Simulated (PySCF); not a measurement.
Isomers of C3H9N, mass 59.073 u with the commonest isotopes. Level of theory: PBE0-D3(BJ)/def2-SVP geometry optimisation, gas phase (PySCF). One conformer each, none proved a minimum here; rigid rotors.

Question: Order these by radius of gyration √(Σ m r²/M), smallest first.
A. `CN(C)C`
B. `[CH3:1][CH:2]([CH3:3])[NH2:4]` with C1–C2–N4–H 178° and 61°
C. `[CH3:1][CH2:2][NH:3][CH3:4]` with C1–C2–N3–C4 180° (methylaminoethane)

Answer: A (1.356 Å), B (1.398 Å), C (1.552 Å).

Question: Order these by rotational constant C, largest first.
A. `CN(C)C`
B. `[CH3:1][CH:2]([CH3:3])[NH2:4]` with C1–C2–N4–H 178° and 61°
C. `[CH3:1][CH2:2][NH:3][CH3:4]` with C1–C2–N3–C4 180° (methylaminoethane)

Answer: A (4948 MHz), B (4689 MHz), C (3690 MHz).

Question: Order these by rotational constant A, smallest first.
A. `[CH3:1][CH:2]([CH3:3])[NH2:4]` with C1–C2–N4–H 178° and 61° (2-propanamine)
B. `[CH3:1][CH2:2][NH:3][CH3:4]` with C1–C2–N3–C4 180°
C. `CN(C)C`

Answer: A (8412 MHz), C (8772 MHz), B (26388 MHz).

| SMILES | point group | Ia (u·Å²) | Ib (u·Å²) | Ic (u·Å²) | κ | μa (D) | μb (D) | μc (D) |
| --- | --- | --- | --- | --- | --- | --- | --- | --- |
| CC(C)N | Cs | 60.08 | 63.13 | 107.78 | 0.78 | 0.00 | 0.30 | 1.24 |
| CN(C)C | C3v | 57.61 | 57.63 | 102.14 | 1.00 | 0.00 | 0.00 | 0.44 |
| CCNC | – | 19.15 | 128.39 | 136.96 | -0.98 | 0.05 | 0.14 | 0.83 |
